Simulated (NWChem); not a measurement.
# One shape, several levels: PH3S (SMILES [PH3]=S)

Aim: a comparison of 6 runs (HF/STO-3G, HF/3-21G, PBE/6-31G, B3LYP/6-31G*, CAM-B3LYP/pcseg-1, PBE/6-31G**) of PH3S. 

The results are computed with NWChem 7.3.0.

## 1. The system as given

The species is PH3S (5 atoms), meant as a singlet with charge 0. As SMILES, `[PH3]=S`. The shape is that of a GFN2-xTB optimisation.

Bond lengths: P1–S2 1.914 Å, P1–H3 1.394 Å, P1–H4 1.394 Å, P1–H5 1.394 Å. Angles: S2–P1–H3 118.2°, S2–P1–H4 118.2°, S2–P1–H5 118.2°, H3–P1–H4 99.6°, H3–P1–H5 99.4°, H4–P1–H5 99.4°.

## 2. Energy and gradient at HF/STO-3G (run 1)

h3ps.nw reads:

```
start h3ps
title "H3PS gradient"
memory stack 880 mb heap 220 mb global 1100 mb
geometry noautosym nocenter noautoz
  P        0.007920      -0.006600       0.007660
  S        1.261690      -0.941140       1.111260
  H       -1.166840       0.461930       0.594540
  H       -0.532470      -0.676580      -1.089190
  H        0.429710       1.162380      -0.624270
end
basis "ao basis" spherical bse
  * library STO-3G
end
scf
  thresh 1e-08
  maxiter 80
end
task scf gradient
```

Launch:

```console
$ nwchem h3ps.nw > h3ps.out
```

Output:

```text
[...]
  functions       =    21
[...]
  wavefunction    = RHF
[...]
         Total SCF energy =   -731.730629359657
      One-electron energy =  -1203.961159256522
      Two-electron energy =    379.141251845641
 Nuclear repulsion energy =     93.089278051224
        Time for solution =      0.3s
[...]
                         RHF ENERGY GRADIENTS
    atom               coordinates                        gradient
                 x          y          z           x          y          z
   1 P       0.014967  -0.012472   0.014475    0.039552  -0.029752   0.035073
   2 S       2.384248  -1.778497   2.099977   -0.040599   0.030308  -0.035793
   3 H      -2.205008   0.872921   1.123518   -0.003286   0.000622   0.005060
   4 H      -1.006222  -1.278551  -2.058271   -0.000091  -0.005052  -0.003349
   5 H       0.812034   2.196580  -1.179699    0.004423   0.003875  -0.000991
[...]
```

It took 0.9 s on 1 thread of AMD EPYC 9R45 (Zen 5), shared host; peak memory 0.1 GiB.

## 3. Energy and forces at HF/3-21G (run 2)

h3ps.nw reads:

```
start h3ps
title "H3PS gradient"
memory 2200 mb

geometry units angstrom noautosym nocenter noautoz
 P     0.007920   -0.006600    0.007660
 S     1.261690   -0.941140    1.111260
 H    -1.166840    0.461930    0.594540
 H    -0.532470   -0.676580   -1.089190
 H     0.429710    1.162380   -0.624270
end

basis spherical bse
 * library 3-21G
end

scf
 thresh 1e-08
 maxiter 80
end

task scf gradient
```

Launch:

```console
$ nwchem h3ps.nw > h3ps.out
```

Output:

```text
[...]
  functions       =    32
[...]
  wavefunction    = RHF
[...]
         Total SCF energy =   -736.226913223347
      One-electron energy =  -1203.736643761475
      Two-electron energy =    374.420452486904
 Nuclear repulsion energy =     93.089278051224
        Time for solution =      0.3s
[...]
                         RHF ENERGY GRADIENTS
    atom               coordinates                        gradient
                 x          y          z           x          y          z
   1 P       0.014967  -0.012472   0.014475    0.065821  -0.049252   0.058129
   2 S       2.384248  -1.778497   2.099977   -0.067265   0.050183  -0.059267
   3 H      -2.205008   0.872921   1.123518    0.004242  -0.000964  -0.004460
   4 H      -1.006222  -1.278551  -2.058271    0.001113   0.004711   0.003934
   5 H       0.812034   2.196580  -1.179699   -0.003911  -0.004679   0.001663
[...]
```

Wall time 0.94 s (1 thread of AMD EPYC 9R45 (Zen 5), shared host); peak memory 0.1 GiB.

Runs 3 to 5 aren't shown in full; the table further down has their settings and results.

## 4. Energy and gradient at PBE/6-31G(d,p) (spherical functions) (run 6)

work.nw reads:

```
START work
TITLE "H3PS"
memory stack 880 mb heap 220 mb global 1100 mb

GEOMETRY noautosym nocenter noautoz
P        0.007920      -0.006600       0.007660
S        1.261690      -0.941140       1.111260
H       -1.166840       0.461930       0.594540
H       -0.532470      -0.676580      -1.089190
H        0.429710       1.162380      -0.624270
END

BASIS spherical bse
P library 6-31G**
S library 6-31G**
H library 6-31G**
END

DFT
xc xpbe96 cpbe96
grid xfine
convergence energy 1e-08
maxiter 100
mulliken
END

TASK dft gradient
```

Launch:

```console
$ nwchem work.nw > work.out
```

Output:

```text
[...]
          Wavefunction type:  closed shell.
          No. of atoms     :     5
          No. of electrons :    34
[...]
          Charge           :     0
          Spin multiplicity:     1
[...]
          AO basis - number of functions:    51
[...]
              XC Information
              --------------
          PerdewBurkeErnzerhof Exchange Functional  1.000
            Perdew 1991 LDA Correlation Functional  1.000 local
           PerdewBurkeErnz. Correlation Functional  1.000 non-local
[...]
 d= 0,ls=0.0,diis     1   -740.8782721751 -8.34D+02  6.22D-02  4.54D-01     0.7
[...]
 d= 0,ls=0.0,diis     8   -740.9541591503  5.64D-10  6.12D-06  2.99D-08     4.3
         Total DFT energy =     -740.954159150289
      One electron energy =    -1208.848007824966
           Coulomb energy =      424.568627121604
    Exchange-Corr. energy =      -49.764056498151
 Nuclear repulsion energy =       93.089278051224
[...]
      Total Density - Mulliken Population Analysis
     ---------------------------------------------
    Atom       Charge   Shell Charges
 -----------   ------   -------------------------------------------------------
    1 P   15    14.79   2.00  2.00  5.97  1.17  2.52  0.30  0.61  0.23
    2 S   16    16.30   2.00  2.00  5.97  1.36  3.02  0.60  1.32  0.04
    3 H    1     0.97   0.52  0.45  0.01
    4 H    1     0.97   0.52  0.45  0.01
    5 H    1     0.97   0.52  0.45  0.01
[...]
  wavefunction    = closed shell
                         DFT ENERGY GRADIENTS
    atom               coordinates                        gradient
                 x          y          z           x          y          z
   1 P       0.014967  -0.012472   0.014475    0.000571  -0.000568   0.000651
   2 S       2.384248  -1.778497   2.099977   -0.017537   0.013121  -0.015496
   3 H      -2.205008   0.872921   1.123518    0.014504  -0.005852  -0.006525
   4 H      -1.006222  -1.278551  -2.058271    0.007017   0.007631   0.013418
   5 H       0.812034   2.196580  -1.179699   -0.004556  -0.014331   0.007953
[...]
```

Run time: 6.6 s. Hardware: 1 thread of AMD EPYC 9R45 (Zen 5), shared host; peak memory 0.13 GiB.

## 5. The series

```csv
run,level,iteration cap,module,energy (Eh),dipole moment (D),HOMO energy (eV),LUMO energy (eV),wall time
1,HF/STO-3G,80,scf,-731.730629,4.43,-4.60,11.91,0.9 s
2,HF/3-21G,80,scf,-736.226913,5.04,-9.41,4.19,0.94 s
3,PBE/6-31G,100,dft,-740.863872,–,–,–,4.5 s
4,B3LYP/6-31G* (Cartesian functions),100,dft,-741.330765,3.87,-6.61,0.04,5.7 s
5,CAM-B3LYP/pcseg-1,100,dft,-741.317081,4.20,–,–,8.4 s
6,PBE/6-31G** (spherical functions),100,dft,-740.954159,3.73,-5.73,-0.72,6.6 s
```

## 6. What came out

```
                       quantity          value
            run 6: total energy  -740.95416 Eh
           run 6: dipole moment         3.73 D
             run 6: HOMO energy       -5.73 eV
             run 6: LUMO energy       -0.72 eV
           run 6: HOMO–LUMO gap        5.01 eV
run 6: largest force on an atom     1.380 eV/Å
```

What this shows: Over runs 1, 2, 4, 5, 6 the dipole moment (its size) runs from 3.73 D (PBE/6-31G**) to 5.04 D (HF/3-21G). The two ends differ in method and basis. Over runs 1, 2, 4, 6 the HOMO–LUMO gap runs from 5.01 eV (PBE/6-31G**) to 16.51 eV (HF/STO-3G). Totals of different functionals can't be ranked against each other. In run 1 the basis is minimal, so the values are rough. All runs together took 27 s, the longest 8.4 s.
